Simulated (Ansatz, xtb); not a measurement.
## H2PSi: where a starting geometry ends

The starting geometry of this gas-phase doublet has its atoms placed at random.

```xyz
4

P    -0.2606   -0.5684   -0.2785
Si    0.9737    0.8429   -0.3953
H    -1.3154   -0.9763    0.1729
H     0.9324   -1.1323   -0.3863
```

**Question.** Guess where an optimisation with r2SCAN-D4/def2-SVP ends from this start.

**Answer.** It ends as a structure given below by its coordinates. Distances that change by over a tenth: P1–Si2 (1.88 → 2.12 Å), P1–H3 (1.22 → 1.42 Å).

The energy falls by 2.84 eV over 12 steps:

```json
{"step": "1", "E − E(last) (eV)": "2.841"}
{"step": "2", "E − E(last) (eV)": "1.121"}
{"step": "3", "E − E(last) (eV)": "0.414"}
{"step": "5", "E − E(last) (eV)": "0.051"}
{"step": "6", "E − E(last) (eV)": "0.010"}
{"step": "7", "E − E(last) (eV)": "0.005"}
{"step": "8", "E − E(last) (eV)": "0.001"}
{"step": "10", "E − E(last) (eV)": "0.000"}
{"step": "11", "E − E(last) (eV)": "0.000"}
{"step": "12", "E − E(last) (eV)": "0.000"}
```

Final geometry (Å):

```json
{"atom": "P", "x (Å)": "0.0491", "y (Å)": "-0.5432", "z (Å)": "-0.2095"}
{"atom": "Si", "x (Å)": "0.8444", "y (Å)": "1.4139", "z (Å)": "-0.4182"}
{"atom": "H", "x (Å)": "-1.2639", "y (Å)": "-0.9210", "z (Å)": "0.1732"}
{"atom": "H", "x (Å)": "0.7006", "y (Å)": "-1.7838", "z (Å)": "-0.4327"}
```

From the same start GFN2-xTB reaches the same bonding as this run.

From so rough a start the end depends on the optimiser's path, so another program may land elsewhere. No frequencies were run, so the end isn't proven a minimum. Open shells are spin-unrestricted. Run with Ansatz 0.2.0, 75 s on 1 thread of Intel(R) Xeon(R) Processor @ 2.50GHz (Skylake/Cascade Lake), with other jobs on the host.
